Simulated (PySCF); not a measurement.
A family of related molecules: H2E=Y. All species are isolated molecules in the gas phase. Strings in code marks are SMILES.

The LUMO from two functionals at the same geometries (r2SCAN-D4/def2-TZVP), both in PySCF: PBE-D3(BJ)/def2-TZVP and r2SCAN-D4/def2-TZVP. 

| species | PBE-D3(BJ)/def2-TZVP (eV) | r2SCAN-D4/def2-TZVP (eV) |
|---|---|---|
| `C=O` | -2.54 | -2.26 |
| `C=S` | -3.53 | -3.42 |
| `C=[Se]` | -3.70 | -3.63 |
| `C=N` | -1.66 | -1.40 |
| `[SiH2]=O` | -3.11 | -2.88 |
| `[SiH2]=S` | -3.40 | -3.25 |
| `[SiH2]=[Se]` | -3.48 | -3.36 |
| `[SiH2]=N` | -2.55 | -2.35 |
| `[O]=[GeH2]` | -3.24 | -3.09 |
| `[GeH2]=[Se]` | -3.51 | -3.46 |

Over these rows, drawn at random from the members with no instability flagged (it was tested for open shells, ions and some series alone), PBE minus r2SCAN-D4: mean -0.16 eV, from -0.28 eV to -0.05 eV.
